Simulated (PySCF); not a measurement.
Dimethylphosphine, C2H7P.
Cartesian coordinates in Å at the PBE0-D3(BJ)/def2-SVP level; atoms count from 1:
```
atom  x, y, z in Å
C1     1.4423    0.2462   -0.1053
P2     0.2723   -0.3984    1.1807
C3    -1.3390    0.1679    0.4581
H4     2.4450   -0.1716    0.0691
H5     1.5175    1.3396   -0.0009
H6     1.1318    0.0113   -1.1350
H7     0.2127   -1.7447    0.7015
H8    -2.1704   -0.2871    1.0167
H9    -1.4490   -0.0790   -0.6088
H10   -1.4185    1.2594    0.5772
```

Method: PySCF 2.14.0, density-fitted response routines, TDDFT PBE0/def2-SVPD, vertical, gas phase, core orbitals frozen in the response.

Transition dipole moments from the ground state, in atomic units and in the frame of the coordinates above (overall signs are arbitrary), for the states with f of 0.002 or more among the lowest 8:

| state | E (eV) | μx | μy | μz |
| --- | --- | --- | --- | --- |
| S1 | 6.090 | -0.018 | 0.473 | -0.017 |
| S2 | 6.375 | 0.674 | 0.019 | -0.137 |
| S3 | 7.278 | -0.165 | 0.018 | -0.810 |
| S4 | 7.394 | -0.072 | 0.454 | -0.276 |
| S5 | 8.035 | -0.062 | -0.030 | -0.321 |
| S6 | 8.103 | -0.097 | -0.102 | -0.512 |
| S8 | 8.646 | 0.291 | 0.007 | -0.053 |

Task: Work out the oscillator strengths.

Result: f = (2/3) ΔE |μ|² with ΔE in hartree (27.2114 eV).

| state | \|μ\|² (au) | \|μ\| (D) | f |
| --- | --- | --- | --- |
| S1 | 0.225 | 1.20 | 0.034 |
| S2 | 0.473 | 1.75 | 0.074 |
| S3 | 0.683 | 2.10 | 0.122 |
| S4 | 0.287 | 1.36 | 0.052 |
| S5 | 0.108 | 0.83 | 0.021 |
| S6 | 0.282 | 1.35 | 0.056 |
| S8 | 0.088 | 0.75 | 0.019 |

Task: Label these states by symmetry in Cs.

Result: From a totally symmetric ground state, an allowed state transforms like the component of the dipole operator along its μ. Polarised normal to the mirror plane, so A″: S2 and S8. Polarised in the mirror plane, so A′: S1, S3, S4, S5 and S6.

Task: What angle do the transition dipoles of S1 and S3 make?

Result: |cos θ| = |μa·μb| / (|μa| |μb|) = 0.06, so θ ≈ 86° (taken between 0 and 90°, since the signs are arbitrary).

Task: What peak molar absorption coefficient would the strongest computed level give as a lone Gaussian band 0.5 eV wide at half height?

Result: ε(max) = 2.175×10⁸ f / FWHM, with the width in cm⁻¹. S3: 2.175×10⁸ × 0.1218 / 4033 ≈ 6600 L mol⁻¹ cm⁻¹.

The vertical ionisation energy (ΔSCF) is 8.92 eV, 0.27 eV above S8.

Time: 12 s wall; peak memory 0.54 GiB. Hardware: one thread, AMD EPYC 7R43 (x86_64), no GPU (shared host).

Without π bonds the low states may be Rydberg-like; a valence basis with one diffuse set may place them up to an eV too high.
